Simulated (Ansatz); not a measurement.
The input, for Ansatz 0.2.0:

```yaml
crystal:
  periodic: [false, false, false]
  atoms:
    - {symbol: H, position_ang: [0.000000, 0.000000, -0.914667]}
    - {symbol: H, position_ang: [0.000000, 0.000000, -0.136667]}
    - {symbol: O, position_ang: [0.000000, 0.000000, 1.051333]}
basis:
  gaussian: {orbitals: cc-pVDZ}
magnetization: {spin_polarized: false, initial_magnetization: 2}
correlation: {method: fci, electrons: outside_noble_gas}
```

```sh
$ ansatz run in.yaml --threads 2 --pin off --events-out ev --progress --plain --max-ram 16896MiB --backend cuda --devices 0, --max-vram 18GiB
```

Output:

```
351 factors; integrals over basis functions are off by at most 1.6e-7 eV
mean field evaluation 1: about -2063.3509 eV, gradient 9.0e0 eV
mean field evaluation 2: about -2063.3512 eV, gradient 9.0e0 eV
mean field evaluation 4: about -2063.9375 eV, gradient 1.6e0 eV
mean field evaluation 8: about -2064.0236 eV, gradient 1.6e-1 eV
mean field evaluation 16: about -2064.0238 eV, gradient 2.0e-5 eV
mean field evaluation 32: about -2063.1005 eV, gradient 7.7e-1 eV
mean field -2064.02375328 eV, -75.8514738875 hartree, gradient 1.1e-6 eV, S^2 2.000000; 8 other end points of the search recorded, 0 dependent functions left out
mean field evaluation 64: about -2064.3903 eV, gradient 1.2e-3 eV
determinant -2064.02375328 eV, -75.8514738875 hartree, with singles and doubles -2069.03072869 eV, -76.0354768399 hartree
determinant -2063.02166850 eV, -75.8146479510 hartree, with singles and doubles -2067.50204921 eV, -75.9792989053 hartree
1 core orbitals not correlated: weight in the atoms' cores, before any rotation towards them, 1.000 or more for the frozen orbitals, at most 0.000 for the correlated occupied ones
reference -2064.02375328 eV, -75.8514738875 hartree; 5, 3 occupied and 18, 20 virtual orbitals, 351 factors
state -2069.10674095 eV, -76.0382702390 hartree
Total energy: -2069.10674095 eV, -76.0382702390 hartree
```

Natural occupations: 1.9799 1.9740 1.9559 0.9991 0.9939 0.0287 0.0171 0.0098 0.0073 0.0056 0.0047 0.0044 0.0038 0.0037 0.0037 0.0024 0.0023 0.0021 0.0007 0.0004 0.0003 0.0002 0.0001.

Ran on 2 threads of AMD EPYC 7R13 with a shared H100 80 GB, shared host: 3.9 s wall, 0.82 GiB peak host memory.
